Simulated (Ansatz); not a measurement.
GaS (P6₃/mmc, No. 194), treated with PBE0 (Ansatz, an electronic-structure program, PAW).

Run with plane-wave cutoff 500 eV, 12×12×2 k mesh (along the axes of the cell as run), gaussian smearing 0.02 eV, scalar-relativistic PAW data made under PBE.

Cell (relaxed with PBEsol):

Space group P6₃/mmc (No. 194); a = b = 3.5684 Å, c = 16.0234 Å, α = β = 90.00°, γ = 120.00°

| atom | site | symmetry | x | y | z |
|---|---|---|---|---|---|
| Ga | 4f | 3m. | 0.3333 | 0.6667 | 0.1740 |
| S | 4f | 3m. | 0.6667 | 0.3333 | 0.1062 |

Task: What does this level give for the band gap?

Result: 
band gap: 3.25 eV (on the SCF k mesh)

Measured, for comparison: band gap 2.5 eV (temperature not stated, not corrected to a static lattice, compiled measured gap; kind and temperature not stated; as tabulated in Kothakonda et al. (2022), arXiv:2208.02841).

Note: cell and atoms aren't relaxed at this level (pressure 0.9 GPa); the cell has widely spaced layers and the level no dispersion term, so their spacing and the moduli can rest on weak binding.

Spin–orbit coupling is not included.
